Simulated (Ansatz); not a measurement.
This script for a relaxed scan of one distance of CH3BS, SMILES B1CS1 with Ansatz 0.2.0 through its Python package holds a mistake.

`relaxed_scan.py`:
```python
"""Relaxed scan of one distance in CH3BS."""

import warnings

import ansatz as az
import numpy as np

GEOMETRY = """
B    -0.61470   -0.76300   -0.09130
C     0.26510    0.51570    0.14050
S     1.11630   -0.85570    0.69000
H    -1.32520   -1.12080   -0.93250
H     0.67860    0.95630   -0.80710
H    -0.07800    1.20350    0.95420
"""

warnings.simplefilter("ignore", az.DeckWarning)

ch3bs = az.Crystal.molecule()
for line in GEOMETRY.strip().splitlines():
    symbol, *xyz = line.split()
    ch3bs = ch3bs.atom(symbol, [float(v) for v in xyz])

setup = ch3bs.calculation()
setup = setup.basis(gaussian="def2-SVP")
setup = setup.functional("hf")
setup = setup.hubbard("B", "p", u_eff=4.0)
symbols = [site.symbol for site in ch3bs.cartesian_sites]
pairs = [(0, 1), (0, 2), (0, 3), (1, 2), (1, 4), (1, 5)]
print("held (A)   E (eV)        ", "  ".join(f"{symbols[i]}{i}-{symbols[j]}{j}" for i, j in pairs))
for length in [1.03, 1.12, 1.21, 1.35, 1.52]:
    report = setup.relax(constraints=[az.DistanceConstraint((1, 4), at=length)], force_tolerance=0.02, max_steps=60).run(threads=1, pin="off").report
    xyz = np.array(report["positions_ang"])
    print(f"{length:6.2f} {report['free_energy_ev']:14.5f}  ", "  ".join(f"{np.linalg.norm(xyz[i] - xyz[j]):.3f}" for i, j in pairs))
```

```console
$ python relaxed_scan.py
held (A)   E (eV)         B0-C1  B0-S2  B0-H3  C1-S2  C1-H4  C1-H5
Traceback (most recent call last):
  File "relaxed_scan.py", line 32, in <module>
    report = setup.relax(constraints=[az.DistanceConstraint((1, 4), at=length)], force_tolerance=0.02, max_steps=60).run(threads=1, pin="off").report
             ~~~~~~~~~~~~~~~~~~~~~~~~~~~~~~~~~~~~~~~~~~~~~~~~~~~~~~~~~~~~~~~~~~~~~~~~~~~~~~~~~~~~~~~~~~~~~~~~~~~~~~~~~~~^^^^^^^^^^^^^^^^^^^^^^
  ...
ansatz.RefusalError: invalid value for `basis.gaussian`: such a run doesn't read hamiltonian.hubbard; remove what it names
```
(Library frames cut from the traceback.)

Why does it end like this?

The fault: a Hubbard U isn't read in a Gaussian basis. The correction:

```diff
--- before
+++ after
@@ -26,3 +26,2 @@
 setup = setup.functional("hf")
-setup = setup.hubbard("B", "p", u_eff=4.0)
 symbols = [site.symbol for site in ch3bs.cartesian_sites]
```

After the fix:

`python relaxed_scan.py` gives:
```text
held (A)   E (eV)         B0-C1  B0-S2  B0-H3  C1-S2  C1-H4  C1-H5
  1.03   -12561.78390   1.538  1.748  1.186  1.874  1.030  1.085
  1.12   -12561.82543   1.536  1.749  1.185  1.870  1.120  1.085
  1.21   -12561.61463   1.534  1.750  1.185  1.865  1.210  1.084
  1.35   -12561.02544   1.531  1.752  1.185  1.855  1.350  1.083
  1.52   -12560.15255   1.525  1.755  1.184  1.839  1.520  1.082
```

Notes:
- Total energies depend on the basis set; only differences at equal settings carry meaning.
- The energies are electronic: no zero-point or thermal terms, and the basis set is short of its limit.
- The script silences the warnings on its input, which a real study should read.
- Wall time of the script: 30 s on 1 thread of Arm Neoverse V1, with other jobs on the host, peak memory 0.19 GiB.

(Lines on the test bed's own set-up are left out of the output.)
